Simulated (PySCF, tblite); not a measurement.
# C₅H₁₀N radical: geometry, infrared bands and EPR parameters

What infrared bands and EPR parameters should C₅H₁₀N radical (`[CH2]N(C=C)CC`) show?

Programs: tblite 0.8.0 and PySCF 2.14.0, with density-fitted response routines of our own. Each step states its level of theory. These are calculated values for one molecule in the gas phase, unless marked as measured. Atoms count from 0, in the outputs and in this text.

## (1) The starting structure

16 atoms, charge 0, multiplicity 2; geometry from: force field or distance geometry start.

Bonds of the start (Å): C0–N1 1.47, N1–C2 1.39, C2–C3 1.33, N1–C4 1.43, C4–C5 1.52, C0–H6 1.14, C0–H7 1.12, C2–H8 1.10, C3–H9 1.10, C3–H10 1.11, C4–H11 1.12, C4–H12 1.13, C5–H13 1.11, C5–H14 1.10, C5–H15 1.12.

## (2) Relaxing the molecule with GFN2-xTB

Job settings and geometry (Å):

```
{"job": {"kind": "relax", "xc": "GFN2-xTB", "basis": "xTB"}, "charge": 0, "multiplicity": 2}
C     -0.584600     1.997200     0.933600
N     -0.240100     0.697900     0.339600
C     -1.225500     0.038900    -0.392700
C     -1.828200    -1.075800     0.022300
C      1.073600     0.200400     0.632700
C      1.449300    -1.071700    -0.114700
H     -0.843000     2.654400     0.041900
H      0.328100     2.485900     1.364900
H     -1.577200     0.403800    -1.370900
H     -2.610300    -1.562600    -0.583600
H     -1.544500    -1.529700     0.990300
H      1.840700     1.013600     0.511300
H      1.089400    -0.054400     1.729300
H      1.604400    -1.846900     0.668800
H      0.679000    -1.426400    -0.809500
H      2.381300    -0.915800    -0.707300
```

The run is started by

```
> OMP_NUM_THREADS=1 python probes_run.py task.json out
```

This one command runs all jobs of the session in turn.

Output:

```text
step      E/eV     max force
  0    -505.66583    3.718
  1    -506.01261    2.035
  2    -506.16570    1.160
  3    -506.27507    1.133
  4    -506.37529    0.554
  5    -506.40536    0.546
  6    -506.42866    0.450
  7    -506.44968    0.358
  8    -506.45930    0.343
  9    -506.48338    0.427
 10    -506.51957    0.685
 11    -506.55671    0.627
 12    -506.58700    0.538
 13    -506.61128    0.375
 14    -506.62852    0.382
 15    -506.63327    1.114
 16    -506.66629    0.515
 17    -506.68509    0.280
 18    -506.70184    0.247
 19    -506.71755    0.333
 20    -506.73508    0.368
 21    -506.75713    0.345
 22    -506.77427    0.276
 23    -506.78516    0.274
 24    -506.79788    0.317
 25    -506.81749    0.309
 26    -506.83452    0.286
 27    -506.84534    0.267
 28    -506.85431    0.289
 29    -506.86106    0.367
 30    -506.87180    0.291
 31    -506.88807    0.185
 32    -506.89822    0.218
 33    -506.90582    0.244
 34    -506.91460    0.262
 35    -506.92839    0.311
 36    -506.94237    0.266
 37    -506.95139    0.262
 38    -506.96014    0.266
 39    -506.97114    0.236
 40    -506.98254    0.213
 41    -506.99253    0.205
 42    -507.00141    0.271
 43    -507.00859    0.222
 44    -507.01841    0.240
 45    -507.03002    0.251
 46    -507.03835    0.268
 47    -507.04718    0.299
 48    -507.05914    0.363
 49    -507.07056    0.396
 50    -507.08081    0.299
 51    -507.08799    0.295
 52    -507.09490    0.265
 53    -507.10168    0.205
 54    -507.10810    0.236
 55    -507.11126    0.233
 56    -507.11356    0.110
 57    -507.11495    0.097
 58    -507.11637    0.080
 59    -507.11763    0.069
 60    -507.11884    0.064
 61    -507.11979    0.067
 62    -507.12079    0.095
 63    -507.12197    0.077
 64    -507.12358    0.086
 65    -507.12497    0.086
 66    -507.12626    0.093
 67    -507.12763    0.087
 68    -507.12944    0.099
 69    -507.13163    0.110
 70    -507.13367    0.100
 71    -507.13503    0.068
 72    -507.13585    0.079
 73    -507.13653    0.076
 74    -507.13739    0.078
 75    -507.13861    0.077
 76    -507.13952    0.071
 77    -507.14024    0.094
 78    -507.14108    0.076
 79    -507.14199    0.062
 80    -507.14265    0.049
 81    -507.14300    0.029
 82    -507.14327    0.030
 83    -507.14352    0.041
 84    -507.14382    0.042
 85    -507.14413    0.051
 86    -507.14448    0.042
 87    -507.14480    0.038
 88    -507.14503    0.037
 89    -507.14517    0.034
 90    -507.14529    0.026
 91    -507.14544    0.028
 92    -507.14561    0.036
 93    -507.14572    0.032
 94    -507.14580    0.017
 95    -507.14585    0.014
 96    -507.14590    0.021
 97    -507.14596    0.025
 98    -507.14601    0.022
 99    -507.14605    0.013
100    -507.14610    0.014
101    -507.14614    0.017
102    -507.14618    0.019
103    -507.14623    0.018
104    -507.14627    0.017
105    -507.14632    0.014
106    -507.14636    0.016
107    -507.14638    0.012
108    -507.14641    0.013
109    -507.14644    0.013
110    -507.14648    0.012
111    -507.14651    0.011
112    -507.14653    0.012
113    -507.14656    0.012
114    -507.14659    0.013
115    -507.14663    0.014
116    -507.14667    0.011
117    -507.14669    0.009
```

Wall time 0.5 s (1 thread of AMD EPYC 9B14, shared host).

The steps of the relaxation: (not every step is listed)

| step | energy from step 0 (eV) | largest force (eV/Å) |
| --- | --- | --- |
| 0 | 0.0000 | 3.7177 |
| 1 | -0.3468 | 2.0348 |
| 2 | -0.4999 | 1.1599 |
| 3 | -0.6092 | 1.1327 |
| 4 | -0.7095 | 0.5541 |
| 5 | -0.7395 | 0.5459 |
| 6 | -0.7628 | 0.4500 |
| 7 | -0.7838 | 0.3577 |
| 8 | -0.7935 | 0.3427 |
| 18 | -1.0360 | 0.2468 |
| 28 | -1.1885 | 0.2890 |
| 38 | -1.2943 | 0.2664 |
| 48 | -1.3933 | 0.3631 |
| 58 | -1.4505 | 0.0802 |
| 68 | -1.4636 | 0.0992 |
| 78 | -1.4752 | 0.0761 |
| 88 | -1.4792 | 0.0371 |
| 98 | -1.4802 | 0.0218 |
| 108 | -1.4806 | 0.0129 |
| 112 | -1.4807 | 0.0124 |
| 113 | -1.4807 | 0.0118 |
| 114 | -1.4808 | 0.0127 |
| 115 | -1.4808 | 0.0145 |
| 116 | -1.4808 | 0.0107 |
| 117 | -1.4809 | 0.0094 |

Distances of close pairs at the start and the end, largest changes first:

| bond | before (Å) | after (Å) | change (Å) |
| --- | --- | --- | --- |
| C0–N1 | 1.470 | 1.360 | -0.109 |
| C0–H6 | 1.137 | 1.070 | -0.068 |
| C0–H7 | 1.122 | 1.069 | -0.052 |
| C4–H12 | 1.126 | 1.093 | -0.033 |
| C3–H10 | 1.106 | 1.074 | -0.032 |
| C4–H11 | 1.124 | 1.093 | -0.031 |
| N1–C2 | 1.393 | 1.363 | -0.030 |
| C3–H9 | 1.103 | 1.073 | -0.029 |

The next job starts from the end point, and lists it.

## (3) Vibrational analysis with GFN2-xTB

Job settings and geometry (Å):

```
{"job": {"kind": "ir", "xc": "GFN2-xTB", "basis": "xTB"}, "charge": 0, "multiplicity": 2}
C      0.024767     2.003273     0.075797
N     -0.271383     0.702501     0.341481
C     -1.452448     0.145909    -0.050444
C     -1.828405    -1.141085     0.059330
C      0.749773    -0.114363     0.957872
C      1.608980    -0.827425    -0.085753
H     -0.713885     2.623624    -0.387127
H      0.919196     2.426652     0.481066
H     -2.136368     0.858689    -0.491125
H     -2.803976    -1.438079    -0.275515
H     -1.210333    -1.915443     0.473543
H      1.381303     0.530943     1.573845
H      0.267964    -0.845298     1.611557
H      2.364063    -1.436663     0.404110
H      0.989893    -1.466592    -0.709906
H      2.103260    -0.097701    -0.722660
```

Output:

```text
mode    cm-1     km/mol
  1      90.5      0.11
  2     175.1      8.45
  3     194.1      3.24
  4     202.4      0.34
  5     259.3     49.50
  6     322.6      3.27
  7     367.7      5.85
  8     442.9      3.62
  9     460.9      0.83
 10     553.8      0.43
 11     591.6      3.11
 12     742.7     23.20
 13     820.3      7.34
 14     830.2      1.62
 15     943.2     14.23
 16     967.0      2.00
 17    1026.2      2.95
 18    1049.1      3.81
 19    1088.1      9.23
 20    1128.2      2.63
 21    1237.3      1.34
 22    1282.3     17.73
 23    1322.7      2.70
 24    1334.9     39.51
 25    1358.4     27.08
 26    1400.8      9.04
 27    1405.8     18.67
 28    1466.2     20.47
 29    1479.6      0.57
 30    1487.0      3.70
 31    1499.3      2.46
 32    1658.5     83.76
 33    2964.1     17.58
 34    2973.6     30.23
 35    3043.1     22.12
 36    3044.4     30.93
 37    3050.9     20.00
 38    3066.4     34.13
 39    3134.2     18.12
 40    3157.7      5.96
 41    3160.3     50.57
 42    3205.1     40.23
```

It took 0.32 s on 1 thread of AMD EPYC 9B14, shared host.

The strongest bands and the atoms that carry them (share of the mass-weighted mode):

| cm⁻¹ | km/mol | atoms |
| --- | --- | --- |
| 259 | 49.5 | H7 58 %, H6 23 % |
| 1335 | 39.5 | N1 39 %, H8 37 % |
| 1658 | 83.8 | C2 47 %, C3 25 %, N1 16 % |
| 2974 | 30.2 | H12 60 %, H11 35 % |
| 3044 | 30.9 | H13 93 % |
| 3066 | 34.1 | H8 92 % |
| 3160 | 50.6 | H9 60 %, H10 23 % |
| 3205 | 40.2 | H7 47 %, H6 43 %, C0 10 % |

## (4) EPR parameters: B3LYP/pcH-1

The job, as its differences from that of step 3:

```diff
@@ -1,2 +1,2 @@
-{"job": {"kind": "ir", "xc": "GFN2-xTB", "basis": "xTB"}, "charge": 0, "multiplicity": 2}
+{"job": {"kind": "epr", "basis": "pcH-1"}, "charge": 0, "multiplicity": 2}
 C      0.024767     2.003273     0.075797
```

Method: UKS B3LYP, pcH-1 on C H N, non-relativistic, mean-field spin-orbit, GIAO.

Output:

```text
UKS, coarse grid
  cycle   1  E = -251.18717847  |g| = 3.43e-01
  cycle   2  E = -251.14616141  |g| = 4.58e-01
  cycle   3  E = -251.24558159  |g| = 9.74e-02
  cycle   4  E = -251.24992931  |g| = 3.70e-02
  cycle   5  E = -251.25066743  |g| = 5.88e-03
  cycle   6  E = -251.25069487  |g| = 3.33e-03
  cycle   7  E = -251.25070304  |g| = 1.12e-03
  cycle   8  E = -251.25070390  |g| = 3.11e-04
UKS, final grid
  cycle   1  E = -251.25071726  |g| = 3.67e-04
  cycle   2  E = -251.25071723  |g| = 5.10e-04
  cycle   3  E = -251.25071735  |g| = 6.76e-05
  cycle   4  E = -251.25071736  |g| = 3.96e-05
  cycle   5  E = -251.25071736  |g| = 2.14e-05
E = -251.25071736 Eh   <S^2> = 0.7581 (exact 0.7500)
g shifts (ppm)      1          2          3
  rmc          -161       -161       -161
  gc              0         49         32
  oz_so           3        530       1248
  total        -158        418       1119
hyperfine (MHz)  atom isotope    a_iso     a_fc   dipolar eigenvalues
    0   13C      69.07      69.07    -64.19    -63.34    127.53
    1   14N       3.68       3.68     -9.89     -9.06     18.95
    2   13C     -14.23     -14.23     -7.87      1.70      6.17
    3   13C      16.91      16.91    -16.83    -15.87     32.70
    4   13C      -6.03      -6.03     -1.14     -0.62      1.75
    5   13C       1.71       1.71     -1.34     -0.61      1.95
    6    1H     -50.19     -50.19    -31.32      0.85     30.47
    7    1H     -49.63     -49.63    -31.74      1.40     30.35
    8    1H       2.64       2.64     -4.40     -2.80      7.20
    9    1H     -13.99     -13.99     -8.38     -0.24      8.62
   10    1H     -13.43     -13.43     -6.65     -0.52      7.18
   11    1H       4.08       4.08     -3.24     -2.98      6.21
   12    1H       4.54       4.54     -2.78     -1.53      4.32
   13    1H      -0.07      -0.07     -1.26     -1.01      2.27
   14    1H       0.02       0.02     -2.02     -0.60      2.62
   15    1H      -0.84      -0.84     -2.98     -1.48      4.46
```

Run time: 31 s. Hardware: 1 thread of AMD EPYC 9B14, shared host; peak memory 0.93 GiB.

Principal g values 2.00216, 2.00274, 2.00344; g(iso) = 2.00278, against 2.00232 for a free electron.

Hyperfine couplings; where a row names several nuclei, a(iso) is their mean (it holds for fast rotation or exchange) and the dipolar term the largest among them:

| nuclei | isotope | a(iso) (MHz) | a(iso) (G, at g = 2.0023) | largest dipolar term (MHz) |
| --- | --- | --- | --- | --- |
| C0 | 13C | 69.1 | 24.6 | 127.5 |
| H6, H7 | 1H | -49.9 | -17.8 | -31.7 |
| C3 | 13C | 16.9 | 6.0 | 32.7 |
| C2 | 13C | -14.2 | -5.1 | -7.9 |
| H9 | 1H | -14.0 | -5.0 | 8.6 |
| H10 | 1H | -13.4 | -4.8 | 7.2 |
| C4 | 13C | -6.0 | -2.2 | 1.8 |
| H11, H12 | 1H | 4.3 | 1.5 | 6.2 |
| N1 | 14N | 3.7 | 1.3 | 18.9 |
| H8 | 1H | 2.6 | 0.9 | 7.2 |
| C5 | 13C | 1.7 | 0.6 | 2.0 |
| H13, H14, H15 | 1H | -0.3 | -0.1 | 4.5 |

Mulliken spin populations:

C0 0.83; N1 0.11; C2 -0.08; C3 0.23; C4 -0.01; C5 0.01; H6 -0.04; H7 -0.04; H8 0.00; H9 -0.01; H10 -0.01; H11 0.01; H12 0.00; H13 0.00; H14 0.00; H15 0.00

In first order the couplings over 0.8 MHz of 1H, 14N give 216 distinct lines over 52.0 G, if the averaged nuclei exchange fast; the same motion can average rows kept apart here too.

Orbitals, density, ELF and potential are computed afterwards from the orbital file.

ELF in a plane through or near 7 of the atoms.

Values, 10 rows by 14 columns:
```
0.00 0.00 0.00 0.00 0.00 0.00 0.00 0.00 0.00 0.00 0.00 0.00 0.00 0.00
0.00 0.00 0.00 0.00 0.00 0.00 0.00 0.00 0.00 0.00 0.00 0.00 0.00 0.00
0.00 0.00 0.00 0.04 0.17 0.04 0.00 0.00 0.30 0.11 0.01 0.00 0.00 0.00
0.00 0.00 0.02 0.98 1.00 0.65 0.08 0.01 0.99 0.86 0.49 0.87 0.06 0.00
0.00 0.00 0.01 0.24 0.57 0.76 0.66 0.08 0.36 0.39 0.88 0.97 0.21 0.00
0.00 0.00 0.00 0.01 0.06 0.42 0.70 0.64 0.56 0.37 0.19 0.01 0.00 0.00
0.00 0.00 0.00 0.00 0.01 0.13 0.44 0.89 0.15 0.91 0.96 0.09 0.00 0.00
0.00 0.00 0.00 0.00 0.85 1.00 0.86 0.82 0.88 0.01 0.01 0.00 0.00 0.00
0.00 0.00 0.00 0.00 0.05 0.33 0.07 0.38 0.69 0.03 0.00 0.00 0.00 0.00
0.00 0.00 0.00 0.00 0.00 0.00 0.00 0.00 0.00 0.00 0.00 0.00 0.00 0.00
```
The map spans 11.1 Å across and 10.6 Å up, centred on the molecule. Atoms in the plane (x, y in Å): C0 (-0.2, -2.0), N1 (0.2, -0.7), C2 (1.5, -0.3), C3 (1.9, 1.0), H7 (-1.2, -2.3), H9 (3.0, 1.2), H13 (-2.2, 1.6).

On the surface of density 0.002 e/bohr³ the electrostatic potential runs, from the 1st to the 99th percentile, from -0.90 V near C3 to 0.88 V near H11.

The spin density lies nearest to C0 45 %; N1 13 %; C3 12 %; H6 11 %.

## (5) Results

| quantity | value |
| --- | --- |
| strongest single infrared mode (GFN2-xTB) | 1658 cm⁻¹, 84 km/mol |
| zero-point energy (GFN2-xTB) | 85.8 kcal/mol |
| g(iso) (B3LYP) | 2.00278 |
| ⟨S²⟩ | 0.758 (exact 0.75) |
| largest a(iso) (averaged by class) | 13C on C0, 69.1 MHz |
| potential on the surface of density 0.002 e/bohr³, 1st and 99th percentile | -0.90 V and 0.88 V |

What this shows: Over 117 steps the energy fell by 1.481 eV; of the close pairs, C0–N1 changed most, 1.470 to 1.360 Å. No mode is imaginary among the 42: a minimum at this level. The strongest single mode, at 1658 cm⁻¹, moves mainly C2 and C3. GFN2-xTB is a fitted tight-binding method: band positions and strengths are rough. Its intensities can rank the bands wrongly. Most of the unpaired spin sits on C0 (0.83 e). The isotropic g lies 0.5 ppt above the free-electron value. The conformer search found further structures of the same energy, which may be mirror or relabelled copies of this one.
